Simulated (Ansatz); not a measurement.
# Pulling the pair apart

The pair of HF (SMILES F, atoms 1–2) and C2H2 (SMILES C#C, atoms 3–6), both closed shells, in one local arrangement (a lower one may exist), relaxed at PBE0-D4/def2-TZVP:

F1  (0.072, -0.315, -2.144)
H2  (0.041, -0.181, -1.223)
C3  (0.169, 0.684, 0.761)
C4  (-0.225, -0.437, 0.915)
H5  (0.520, 1.682, 0.632)
H6  (-0.577, -1.433, 1.059)
(Å)

C2H2 is shifted rigidly along the line between the mean atom positions of the two fragments (negative: closer). Counterpoise interaction energies in kJ/mol. Program: Ansatz 0.2.0. Basis: def2-TZVPPD. Cores are frozen in the correlated methods.

```tsv
shift (Å)	PBE0-D4	r2SCAN-D4	MP2
-0.22	-18.8	-18.8	-12.0
-0.11	-21.5	-21.5	-15.6
0.00	-22.3	-22.3	-17.2
0.11	-21.8	-21.9	-17.5
0.26	-20.0	-20.1	-16.5
0.54	-15.7	-15.7	-13.3
1.08	-8.8	-8.6	-7.6
2.17	-2.9	-2.8	-2.6
```

What does CCSD(T) give at these shifts? (To be estimated.)

Computed: -11.0, -14.9, -16.7, -17.1, -16.3, -13.2, -7.6, -2.6 kJ/mol. For zero shift, CCSD(T) at an estimated basis limit (MP2 extrapolated from triple and quadruple zeta, plus CCSD(T) − MP2 in triple zeta) gives -18.5 kJ/mol. These are counterpoise interaction energies, counted from the two frozen fragments.

T1 diagnostic: at most 0.012.

For scale, one of the runs: CCSD(T)/def2-TZVPPD, 165 basis functions, launched by `ansatz run in.yaml --threads 2 --pin off --events-out ev --progress --plain --max-ram 5222MiB`. Time: 21 s of wall clock on 2 CPU threads of an Arm Neoverse V1; the host was shared. Peak host memory: 1.4 GiB.
